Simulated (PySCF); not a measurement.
Gas-phase reaction: 3 Si₂H₆ ⇌ 4 SiH₄ + 2 SiH

Energies from PySCF, thermal terms from the rigid-rotor harmonic-oscillator model, ideal gas at 1 bar. † marks an energy on the PBE0/def2-TZVP geometry and frequencies; other levels use their own. MP2 freezes the core. 6-31G* has spherical d functions here. Open shells (unrestricted): SiH (multiplicity 2, electronic degeneracy 4); the rest are closed-shell singlets. Spin-orbit splitting is ignored; it lowers the true energy and changes the entropy of SiH. B3LYP is the form with VWN-RPA correlation. MP2 isn't extrapolated to the basis-set limit; its ΔH°(298 K) is 610.1 kJ in def2-SVP and 649.8 kJ in def2-TZVPP. The harmonic model lacks anharmonicity and excited electronic states, which grow with temperature; levels with a mode under 35 cm⁻¹ are left out. Internal rotation in Si₂H₆ is treated as a harmonic vibration of one conformer, which makes the entropy rough.

```tsv
level	ΔE electronic, kJ	ΔH°(298 K), kJ	ΔS°(298 K), J/K	ΔG°(800 K), kJ
B3LYP/6-31G*	620	598	395	288
B3LYP/def2-TZVP†	618	596	393	289
BLYP/def2-TZVP†	593	572	393	264
M06-2X/def2-TZVP†	654	633	393	325
MP2/def2-SVP†	631	610	393	303
PBE/def2-SVP	687	666	391	361
PBE/def2-TZVP†	683	662	393	354
PBE0/def2-SVP†	689	667	393	360
PBE0/def2-TZVP	689	668	393	360
r2SCAN/def2-TZVP†	700	679	393	372
```
ΔH° is lowest at BLYP/def2-TZVP† and highest at r2SCAN/def2-TZVP†. No reference value is set beside these.
